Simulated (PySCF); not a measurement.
# Electric properties by functional and basis

Species: thio-thionyl fluoride, S2F2.
Z-matrix (Å and degrees, PBE0-D3(BJ)/def2-SVP geometry), rows numbered from 1:
```
F 
S   1  1.6321
F   2  1.6321  1   91.78
S   2  1.8733  1  108.04  3   109.54
```

PySCF, dipoles from the SCF density, polarisabilities from static response with core orbitals frozen. Isolated species at its PBE0-D3(BJ)/def2-SVP geometry, gas phase.

**Question.** How do dipole and polarisability depend on functional and basis here?

**Answer.** 

```csv
level,μ (D),error (%),α (Å³),anisotropy (Å³)
LDA/def2-SVPD,1.103,+7.1,6.89,3.44
PBE/def2-SVPD,1.051,+2.0,6.91,3.46
B3LYP/def2-SVPD,1.209,+17.3,6.74,3.39
PBE0/def2-SVPD,1.151,+11.8,6.66,3.35
BHandHLYP/def2-SVPD,1.311,+27.3,6.52,3.28
CAM-B3LYP/def2-SVPD,1.243,+20.7,6.67,3.35
wB97X-D/def2-SVPD,1.162,+12.8,6.61,3.33
LC-wPBE/def2-SVPD,1.162,+12.8,6.55,3.29
HF/def2-SVPD,1.404,+36.3,6.31,3.09
PBE0/6-31G*,1.269,+23.3,4.93,4.41
PBE0/def2-SVP,1.308,+27.0,4.64,3.95
PBE0/def2-TZVP,1.099,+6.7,5.60,3.93
```

Reference dipole: 1.030 D (measured, gas; NIST CCCBDB Release 22 (SRD 101), experimental dipoles). The anisotropy is √(½[(α1 − α2)² + (α2 − α3)² + (α3 − α1)²]). For the dipole, the smallest error is 2.0% (PBE/def2-SVPD) and the largest 36.3% (HF/def2-SVPD). The dipole runs from 1.05 D (PBE/def2-SVPD) to 1.40 D (HF/def2-SVPD). No reference polarisability is at hand; against PBE0 in the largest diffuse basis at hand (def2-SVPD) the other PBE0 rows deviate by 6-31G* -26%, def2-SVP -30%, def2-TZVP -16%. In one basis (def2-SVPD) the functionals order the polarisability from HF (lowest) to PBE (highest), a spread of 10%. With PBE0 the polarisability is 5.06 Å³ without diffuse functions (mean of 6-31G*, def2-SVP and def2-TZVP) and 6.66 Å³ with them (def2-SVPD). Measured values can belong to vibrating molecules; the computed ones are for one fixed geometry.
